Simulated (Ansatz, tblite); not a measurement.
Cost and result up the ladder for the cluster MgSi₂ (the lowest singlet isomer of a short search) (3 atoms). Charge 0, multiplicity 1. Geometry: r2SCAN-D4/def2-TZVP.

```xyz
3

Mg    0.298    0.448    1.401
Si    0.744   -0.856   -0.688
Si   -1.042    0.408   -0.712
```

Ansatz on 2 threads of Arm Neoverse V2 on a shared host; xTB runs through tblite on one thread. Times are rough, summed over both states, and most runs start from the orbitals of an earlier one. ωB97M-V/def2-TZVP serves as the yardstick here, not as an exact answer. The other state is a quintet at its own geometry.

The xTB rows come from tblite. LC-ωPBE has ω = 0.4 bohr⁻¹. B3LYP takes the VWN-RPA correlation. HSE06 is defined as in plane-wave codes, on full-range PBE exchange. Correlated methods freeze 11 core orbitals; core or outer-core shells of Mg are correlated, in sets that lack core-valence functions. The structure comes from a short search, and lower isomers may exist.

Run but left out: HF/def2-TZVP, HF/def2-TZVPP (singlet: restricted singlet, unstable towards broken spin symmetry).

Correlated methods converge slowly with the basis.

xTB has no spin-polarisation term.

| level | functions | wall time | quintet − singlet (eV) | difference from ωB97M-V/def2-TZVP (eV) | remarks |
| --- | --- | --- | --- | --- | --- |
| GFN1-xTB | 22 | 0.003 s | 2.77 | 0.72 | – |
| GFN2-xTB | 27 | 0.006 s | 2.85 | 0.80 | – |
| MP2/def2-TZVP | 106 | 2.2 s | 2.08 | 0.03 | restricted SCF unstable (singlet) |
| PBE-D4/def2-TZVP | 106 | 3.2 s | 1.82 | -0.23 | – |
| RPA@PBE/def2-TZVP | 106 | 3.9 s | 1.89 | -0.16 | – |
| B3LYP-D4/def2-TZVP | 106 | 5.2 s | 1.83 | -0.22 | – |
| HSE06-D4/def2-TZVP | 106 | 5.3 s | 1.69 | -0.36 | – |
| LC-ωPBE/def2-TZVP | 106 | 5.4 s | 1.45 | -0.60 | – |
| PBE0-D4/def2-TZVP (with forces) | 106 | 8.7 s | 1.68 | -0.37 | – |
| ωB97X-V/def2-TZVP | 106 | 19 s | 1.87 | -0.18 | – |
| ωB97M-V/def2-TZVP | 106 | 22 s | 2.05 | 0.00 | – |
